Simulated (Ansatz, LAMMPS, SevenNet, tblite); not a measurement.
## Ladder of methods for the elastic constant C44 of wurtzite ZnS (high-temperature phase)

Reference value: 28.6 GPa (measured, temperature not stated, not corrected to a static lattice; as tabulated in Grünwald et al. (2012), arXiv:1201.2992).

Problem. What do ionic model grunwald2012, GFN1-xTB, SevenNet-0, LDA, PBE, r²SCAN, HSE06 give, and how far is each from the reference?

Solution. 
```json
[
 {"level (code)": "ionic model grunwald2012 (rigid ions, LAMMPS)", "value (GPa)": "32.2", "cell (Å³/atom)": "20.52", "difference (%)": "+12.6"},
 {"level (code)": "GFN1-xTB (tblite)", "value (GPa)": "16.0", "cell (Å³/atom)": "22.48", "difference (%)": "-44"},
 {"level (code)": "SevenNet-0", "value (GPa)": "26.8", "cell (Å³/atom)": "20.26", "difference (%)": "-6.3"},
 {"level (code)": "LDA (Ansatz)", "value (GPa)": "30.5", "cell (Å³/atom)": "18.58", "difference (%)": "+6.6"},
 {"level (code)": "PBE (Ansatz)", "value (GPa)": "27.7", "cell (Å³/atom)": "20.18", "difference (%)": "-3.1"},
 {"level (code)": "r²SCAN (Ansatz)", "value (GPa)": "29.6", "cell (Å³/atom)": "19.59", "difference (%)": "+3.5"},
 {"level (code)": "HSE06 (Ansatz)", "value (GPa)": "29.0", "cell (Å³/atom)": "19.98", "difference (%)": "+1.4"}
]
```

The reference's temperature isn't stated, so close values are not ranked against it. Off by more than 25 %, or 35 % on the side where a correction would as a rule narrow the miss (bounds picked here): GFN1-xTB (-44 %).

The reference isn't brought to a static lattice, while the calculations are for one, so the differences are not the levels' errors alone. A static lattice is as a rule stiffer than a warm one, by over a tenth in soft solids.  GFN1-xTB: the method was fitted mainly to molecules. GFN1-xTB: the run uses a supercell at the zone centre in place of a k mesh. Each level is taken at its own relaxed cell. Cutoffs and k meshes differ between the levels. Ansatz's density-functional and Hartree–Fock values are scalar-relativistic unless marked +SOC, with PAW data made under PBE.

Empirical potentials (ionic model grunwald2012) are fitted to chosen data: where that held the value shown, agreement is built in, and what lay outside the fit can be far off. Machine-learned potentials (SevenNet-0) are trained on DFT data: a solid inside that data is no test of them.

Differences are worked out from the printed values.

Ansatz is a first-principles code.
